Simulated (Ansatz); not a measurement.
# BaAg2GeS4 (I-42m, No. 121)

All values below come from B3LYP (VWN-RPA form) (PAW; Ansatz, a quantum-chemistry and plane-wave program).

Run with plane-wave cutoff 460 eV, 6×6×6 k mesh, Fermi–Dirac smearing 0.01 eV, no spin polarisation, scalar-relativistic PAW data made under PBE.

Cell (measured lattice):

Ag2BaGeS4 is modelled in the tetragonal space group I-42m (No. 121), Pearson symbol tI16. Cell: a = 6.828 Å, b = 6.828 Å, c = 8.017 Å, α = 90.00°, β = 90.00°, γ = 90.00°. Ge on 2b sees 4 S at 2.207 Å (tetrahedral). Ag on 4d is surrounded by 4 S at 2.598 Å. S on 8i is surrounded by 1 Ge at 2.207 Å and 2 Ag at 2.598 Å and 2 Ba at 3.259–3.303 Å. Ba on 2a has 8 S at 3.259–3.303 Å. (Neighbours: up to the widest gap in distance over summed covalent radii, below 1.35, at either atom; cation-cation and far metal-metal contacts left out.)
(The calculation used a cell of 8 atoms; values per cell refer to that cell.)

| Item | Result |
|---|---|
| band gap | 1.96 eV (on the SCF k mesh) |
| smallest direct gap on the k points sampled | 2.56 eV |
| direct gap at Γ | 3.13 eV |

Note: cell and atoms aren't relaxed at this level (pressure 4.4 GPa).

Spin–orbit coupling is not included.

Static lattice: no zero-point or thermal effects.

The result took roughly 15 core-minutes.
